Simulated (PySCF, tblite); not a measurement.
**CH₇FN+, a complex of two parts: NMR shifts, interaction energy, spin-spin couplings and electronic excitations**

What NMR shifts, interaction energy, spin-spin couplings and electronic excitations should one expect for `C[NH3+]` with `F`?

Programs: tblite 0.8.0 and PySCF 2.14.0. All values are calculated, for the isolated system unless a continuum is named. Atoms count from 0, parts from 1.

## 1. The system as given

10 atoms, charge 1, multiplicity 1; geometry: rigid parts in contact. Parts: 1 = atoms 0–7, `C[NH3+]`, charge 1; 2 = atoms 8–9, `F`, charge 0.

## 2. Search for minima with GFN2-xTB

Job settings and geometry (Å):

```
{"job": {"kind": "dock", "xc": "GFN2-xTB", "basis": "xTB"}, "charge": 1, "multiplicity": 1, "parts": [{"atoms": "0-7", "charge": 1, "multiplicity": 1}, {"atoms": "8-9", "charge": 0, "multiplicity": 1}]}
C      0.732039     0.053618     0.070001
N     -0.741819    -0.054052    -0.071031
H      1.209393    -0.851236    -0.299297
H      0.998094     0.190002     1.115754
H      1.101282     0.902886    -0.500350
H     -1.001330    -0.179531    -1.058751
H     -1.200454     0.796971     0.280948
H     -1.097205    -0.858660     0.462726
F     -1.327725    -0.143085     2.292992
H     -1.681516    -0.072077     3.152809
```

Method: GFN2-xTB search for minima from random contacts, gas phase.

Started as:

```sh
OMP_NUM_THREADS=1 python cluster_run.py task.json out
```

One launch serves the whole session: the jobs run in the order shown.

**Question.** The jobs that follow are: PBE0-D3(BJ)/def2-SVPD geometry optimisation, gas phase; GIAO PBE0/pcSseg-2 NMR shielding, non-relativistic, gas phase; wB97M-D3(BJ)/def2-TZVPD interaction energy, counterpoise and uncorrected, gas phase; PBE0-D3(BJ)/def2-TZVPD interaction energy, counterpoise and uncorrected, gas phase; B3LYP/pcJ-1 indirect spin-spin coupling, non-relativistic, gas phase; TDDFT CAM-B3LYP/def2-SVPD, vertical, gas phase, core orbitals frozen in the response. Predict: binding energy (GFN2-xTB); point group; rotational constants (main isotopes); shieldings of C, H, N, F (PBE0/pcSseg-2, a mean where the table joins atoms); largest proton shift on binding; interaction energy, counterpoise (wB97M-D3(BJ)/def2-TZVPD); superposition error; binding energy (with deformation); largest coupling of the table (B3LYP/pcJ-1); lowest singlet (CAM-B3LYP/def2-SVPD); brightest single state of those computed; lowest triplet.

**Answer**, as computed:

| quantity | value |
| --- | --- |
| binding energy (GFN2-xTB) | -15.01 kcal/mol (rough: tight binding is poor for bare ions) |
| point group | Cs |
| rotational constants (main isotopes) | 25.69, 3.83, 3.47 GHz |
| shieldings of C, H, N, F (PBE0/pcSseg-2, a mean where the table joins atoms) | C0 153.4, H7 24.4, H9 26.6, H5 27.1, H2 28.1, H4 28.1, N1 223.9, F8 409.2 ppm |
| largest proton shift on binding | H9, +2.61 ppm |
| interaction energy, counterpoise (wB97M-D3(BJ)/def2-TZVPD) | -10.98 kcal/mol |
| superposition error | 0.08 kcal/mol |
| binding energy (with deformation) | -10.92 kcal/mol |
| largest coupling of the table (B3LYP/pcJ-1) | ¹J(F,H) F8–H9, 530.3 Hz |
| lowest singlet (CAM-B3LYP/def2-SVPD) | 10.71 eV (116 nm), f = 0.007 |
| brightest single state of those computed | state 4, 10.96 eV, f = 0.031 |
| lowest triplet | 10.38 eV |
| range of the interaction energy over the runs of this table | -11.29 to -10.98 kcal/mol |

What this shows: In the structure that the search hands on, at its xTB geometry, the leading contact, judged by the atoms' radii, is H7···F8 (hydrogen bond, 1.80 Å). A later relaxation moves these distances. The start of the PBE0/def2-SVPD relaxation was shaken at random by about 0.01 Å, so part of the energy gained, and of the first lengths quoted, undoes that. The optimisation took 7 steps and gained 0.055 eV; among the close pairs (by a distance rule), C0–H2 changed most, from 1.056 to 1.094 Å. Hydrogens of an XH3 group are listed apart at this fixed geometry; free rotation makes them one line at their mean. At PBE0/pcSseg-2: The largest span, 110 ppm, is at F8, where the paramagnetic term is -58 ppm. On binding (GIAO PBE0/pcSseg-2 NMR shielding, non-relativistic, gas phase), H9 moves most among the protons, 2.61 ppm downfield. Of the attraction, electrostatic 67 %, orbital 30 %, dispersion 4 %; Pauli repulsion takes back 6.45 kcal/mol. Of the pairs tabulated at B3LYP/pcJ-1, F8–H9 couples most strongly (530.3 Hz; Fermi contact 356.1 Hz). The lowest singlet, at 10.71 eV, is HOMO→LUMO 0.91 and is weak; of the 6 states computed, the strongest absorption comes from states 3 to 4 together at 10.96 eV. The lowest triplet lies 0.34 eV below the lowest singlet (triplets in Tamm-Dancoff, singlets in full TDDFT). The interaction energy runs from -11.29 (PBE0-D3(BJ)/def2-TZVPD) to -10.98 kcal/mol (wB97M-D3(BJ)/def2-TZVPD).
